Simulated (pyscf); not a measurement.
# Four-centre exchange: H₃C–Ga(OH)–OH (SMILES [CH3][Ga]([OH])[OH]) + H₂ (SMILES [H][H]) → H₃C–GaH–OH (SMILES [CH3][GaH][OH]) + H₂O (SMILES O)

Gas phase, singlet surface, charge 0. Bonds broken: Ga2–O3, H10–H11. Bonds formed: Ga2–H10, O3–H11. Optimised with ωB97X-D3(BJ)/def2-SVP in PySCF.

Transition state (Å):

```xyz
11

C      0.7406     0.8565     0.4339
Ga    -1.1614     0.4883     0.2483
O     -1.7434    -1.3573    -0.0972
O     -2.2960     1.6427    -0.5014
H      1.2495     0.0877     1.0342
H      0.8861     1.8326     0.9215
H      1.2151     0.9004    -0.5591
H     -1.0754    -2.0394    -0.2474
H     -3.1877     1.3086    -0.6423
H     -1.9045    -0.2361     1.7950
H     -1.9177    -0.9912     1.1220
```

One imaginary mode, 1285i cm⁻¹; descent along it reached the two sides named, in the forms told below.

```tsv
bond	change	reactant side (Å)	saddle	product side
Ga2–O3	breaks	1.795	1.966	2.172
H10–H11	breaks	0.761	1.012	3.7
Ga2–H10	forms	2.8	1.863	1.568
O3–H11	forms	2.7	1.285	0.967
```

Electronic energies relative to the separated reactants (kcal/mol):

| level | barrier | reaction energy | reverse barrier |
|---|---|---|---|
| ωB97X-D3(BJ)/def2-TZVP | 24.2 | +12.2 | 12.0 |
| PBE/def2-TZVP | 20.4 | +11.1 | 9.3 |
| r²SCAN/def2-TZVP | 21.3 | +13.0 | 8.3 |
| B3LYP-D3(BJ)/def2-TZVP | 24.2 | +11.9 | 12.3 |
| PBE0-D3(BJ)/def2-TZVP | 21.1 | +10.5 | 10.5 |
| M06-2X/def2-TZVP | 24.9 | +15.7 | 9.2 |
| ωB97M-D3(BJ)/def2-TZVP | 24.1 | +10.7 | 13.4 |
| HF/def2-TZVP | 35.1 | +9.7 | 25.4 |

With ωB97M-D3(BJ)/def2-TZVP energies and thermal terms (ideal gas, 1 atm, RRHO with modes under 100 cm⁻¹ raised to 100, one conformer, R ln 2 for chiral ones without a mode under 150 cm⁻¹), in kcal/mol:

```tsv
T (K)	ΔH‡	ΔG‡	ΔH	ΔG
298	24.6	33.3	+13.0	+11.0
600	23.7	42.4	+11.9	+9.4
900	23.5	51.8	+11.1	+8.4
1200	23.7	61.2	+10.4	+7.6
```

On the product side the descent ends in an adduct with a Ga–O contact (not fully relaxed), 15.9 kcal/mol under the separated species and 27.9 kcal/mol under the saddle at ωB97X-D3(BJ)/def2-TZVP. What is counted as broken (Ga–O) persists as a longer contact in the product adduct; parting that adduct is a step of its own. At the saddle there is also a short Ga–H contact that neither side keeps. This is the saddle that the search found; another between the same sides may lie lower. Elements up to Kr have no core potential and no relativistic terms here.
